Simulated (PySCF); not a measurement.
# Cost of excited-state runs on `CSC=C(C)C`, C₅H₁₀S

Molfile (atoms numbered from 1):
```
C5H10S
     RDKit          3D

 16 15  0  0  0  0  0  0  0  0999 V2000
    2.9455    0.8047    0.0793 C   0  0  0  0  0  0  0  0  0  0  0  0
    1.5748    0.0001   -0.7722 S   0  0  0  0  0  0  0  0  0  0  0  0
    0.2847    0.2838    0.3877 C   0  0  0  0  0  0  0  0  0  0  0  0
   -0.9864   -0.1255    0.2405 C   0  0  0  0  0  0  0  0  0  0  0  0
   -2.0165    0.1668    1.2890 C   0  0  0  0  0  0  0  0  0  0  0  0
   -1.4580   -0.8879   -0.9589 C   0  0  0  0  0  0  0  0  0  0  0  0
    3.1521    0.3282    1.0488 H   0  0  0  0  0  0  0  0  0  0  0  0
    3.8274    0.6869   -0.5650 H   0  0  0  0  0  0  0  0  0  0  0  0
    2.7555    1.8785    0.2228 H   0  0  0  0  0  0  0  0  0  0  0  0
    0.5825    0.8392    1.2837 H   0  0  0  0  0  0  0  0  0  0  0  0
   -2.4584   -0.7661    1.6809 H   0  0  0  0  0  0  0  0  0  0  0  0
   -1.5961    0.7266    2.1366 H   0  0  0  0  0  0  0  0  0  0  0  0
   -2.8515    0.7558    0.8707 H   0  0  0  0  0  0  0  0  0  0  0  0
   -2.2667   -0.3434   -1.4760 H   0  0  0  0  0  0  0  0  0  0  0  0
   -0.6535   -1.0692   -1.6856 H   0  0  0  0  0  0  0  0  0  0  0  0
   -1.8752   -1.8656   -0.6624 H   0  0  0  0  0  0  0  0  0  0  0  0
  1  2  1  0
  2  3  1  0
  3  4  2  3
  4  5  1  0
  4  6  1  0
  1  7  1  0
  1  8  1  0
  1  9  1  0
  3 10  1  0
  5 11  1  0
  5 12  1  0
  5 13  1  0
  6 14  1  0
  6 15  1  0
  6 16  1  0
M  END
```

PySCF with density fitting, on 1 thread of an Intel Xeon Platinum 8488C, shared host. Command: `OMP_NUM_THREADS=1 python excited_run.py task.json out`

(1) How long does this run take, and how much memory?
- magnetisability and related constants, HF/pcSseg-1; isotopologues

Answers

(1) 
| run | level | basis functions | wall time | peak memory (GiB) |
| --- | --- | --- | --- | --- |
| magnetisability and related constants | HF/pcSseg-1 | 159 | 9.6 s | 0.79 |

Times from a shared host are rough.
